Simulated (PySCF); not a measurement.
Does the answer move with the share of exact exchange?

C₄H₈O.
Z-matrix (Å and degrees, PBE0-D3(BJ)/def2-SVP geometry), rows numbered from 1:
```
O 
C   1  1.4013
C   2  1.5038  1  112.80
C   3  1.5048  2  119.32  1    82.51
C   3  1.4973  2  120.36  1   152.83
H   1  0.9635  2  107.17  3   -52.02
H   2  1.1113  1  112.00  3   123.07
H   2  1.1022  1  106.44  3  -120.90
H   3  1.0955  2  113.98  1   -60.90
H   4  1.0953  3  117.97  5  -107.19
H   4  1.0929  3  118.47  5   108.29
H   5  1.0942  3  117.71  4   107.73
H   5  1.0927  3  118.36  4  -108.51
```

PySCF, pcSseg-2 basis, density fitting, gas phase, PBE0-D3(BJ)/def2-SVP geometry. One functional is left out:

```json
{"functional": "B97-D", "exact exchange (%)": "0", "HOMO energy (eV)": "-6.21", "LUMO energy (eV)": "0.04", "dipole moment (D)": "1.676"}
{"functional": "BLYP", "exact exchange (%)": "0", "HOMO energy (eV)": "-6.11", "LUMO energy (eV)": "-0.12", "dipole moment (D)": "1.692"}
{"functional": "BP86", "exact exchange (%)": "0", "HOMO energy (eV)": "-6.29", "LUMO energy (eV)": "0.05", "dipole moment (D)": "1.683"}
{"functional": "LDA", "exact exchange (%)": "0", "HOMO energy (eV)": "-6.32", "LUMO energy (eV)": "-0.21", "dipole moment (D)": "1.747"}
{"functional": "OPBE", "exact exchange (%)": "0", "HOMO energy (eV)": "-6.11", "LUMO energy (eV)": "0.02", "dipole moment (D)": "1.618"}
{"functional": "PBE", "exact exchange (%)": "0", "HOMO energy (eV)": "-6.18", "LUMO energy (eV)": "-0.11", "dipole moment (D)": "1.672"}
{"functional": "B97-2", "exact exchange (%)": "21", "HOMO energy (eV)": "-7.50", "LUMO energy (eV)": "0.67", "dipole moment (D)": "1.732"}
{"functional": "PBE0", "exact exchange (%)": "25", "HOMO energy (eV)": "-7.79", "LUMO energy (eV)": "0.63", "dipole moment (D)": "1.748"}
{"functional": "mPW1PW91", "exact exchange (%)": "25", "HOMO energy (eV)": "-7.82", "LUMO energy (eV)": "0.61", "dipole moment (D)": "1.751"}
{"functional": "BHandHLYP", "exact exchange (%)": "50", "HOMO energy (eV)": "-9.30", "LUMO energy (eV)": "1.13", "dipole moment (D)": "1.832"}
```

Problem. Predict the row of B3LYP (20 % exact exchange) by straight lines through the other rows, and check it.

Solution. 
```json
{"property": "HOMO energy (eV)", "line": "-7.46", "computed": "-7.56", "computed − line": "-0.10", "B97-2 (21 %), for comparison": "-7.50"}
{"property": "LUMO energy (eV)", "line": "0.47", "computed": "0.32", "computed − line": "-0.15", "B97-2 (21 %), for comparison": "0.67"}
{"property": "dipole moment (D)", "line": "1.738", "computed": "1.759", "computed − line": "+0.021", "B97-2 (21 %), for comparison": "1.732"}
```

Problem. Which of these properties follows the share of exact exchange most closely, and which least?

Solution. Most closely the HOMO energy, least the dipole moment; the correlations over the tabulated rows are HOMO energy -0.998, LUMO energy 0.972, dipole moment 0.852. The HOMO energy moves by -0.624 eV for every 10 %. Functionals with the same share still differ in their other parts: at 0 % BLYP and LDA differ by 0.21 eV in it.
